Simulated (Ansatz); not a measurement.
Compare A (`C=C/C=C\O`) with its isomer B (`OC1=CCC1`).

Program: Ansatz. Geometries: PBE0-D4/def2-TZVP. ΔE: electronic, gas phase. CCSD(T)/CBS is the MP2 limit (def2-TZVPP, def2-QZVPP) plus CCSD(T) − MP2 in def2-TZVPP, frozen cores. This one scheme is used for every species. DFT in def2-TZVPP. B3LYP here is the variant with VWN-RPA as its local correlation; programs differ in this. Each species was taken in one conformer, which may not be the lowest.

Task: Which isomer does CCSD(T)/CBS put lower? Give the gap. (An estimate is asked.)

Result: The calculation gave: A, by 8.2 kcal/mol.

Task: Give E(B) − E(A) in kcal/mol with CCSD(T)/def2-TZVPP, HF/def2-TZVPP, B3LYP, r2SCAN-D4, MP2/def2-TZVPP, B2PLYP, PBE0-D4. (Best estimate.)

Result: Ansatz gave: CCSD(T)/def2-TZVPP 8.1, HF/def2-TZVPP 11.3, B3LYP 12.3, r2SCAN-D4 9.5, MP2/def2-TZVPP 5.9, B2PLYP 10.4, PBE0-D4 5.2. None reverses the order clearly.

Largest T1 diagnostic: 0.012.

In def2-TZVPP, CCSD(T) changes the Hartree–Fock value by −3.2 kcal/mol (the triples alone add +0.5 kcal/mol) and MP2 by −5.3 kcal/mol. From PBE to PBE0 (25 % exact exchange), in def2-TZVPP and without D4, E(B) − E(A) moves by −2.6 kcal/mol.
